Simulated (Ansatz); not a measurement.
System (SMILES): [CH2]Cl (CH2-Cl), doublet.
Atoms: C1, Cl2, H3, H4. Bonds: C1-Cl2, C1-H3, C1-H4.

Basis-set convergence of the optimised C1-Cl2 bond length at HF with Ansatz (an electronic-structure program). All functions are spherical. The program fits the integrals of some runs and decomposes those of others, by size. Open shells are unrestricted. No added dispersion term, no relativity. Reference: the value in def2-QZVPPD, 1.7038 Å. Deviations are taken from unrounded values.

| basis | functions |
|---|---|
| def2-SV(P) | 36 |
| def2-SVP | 42 |
| def2-SVPD | 63 |
| def2-TZVP | 80 |
| def2-TZVPD | 101 |
| def2-TZVPP | 101 |
| def2-TZVPPD | 122 |
| def2-QZVPP | 187 |
| def2-QZVPPD | 208 |

Problem. Which is the smallest def2 set listed that can be trusted to 0.005 Å here, that is, within that of the reference together with its larger relatives (same family, alike in diffuse functions; a set with none to test it counts only in the reference's own line)?

Solution. The smallest set listed that lies within 0.005 Å of the reference with all its larger relatives (same family, alike in diffuse functions; a set with none counts only in the reference's own line) is def2-TZVP (80 functions, 0.0012 Å off). Value minus reference: def2-SV(P) 0.0095, def2-SVP 0.0096, def2-SVPD 0.0128, def2-TZVP 0.0012, def2-TZVPD 0.0012, def2-TZVPP 0.0012, def2-TZVPPD 0.0012, def2-QZVPP 0.0000, def2-QZVPPD 0.0000 Å.
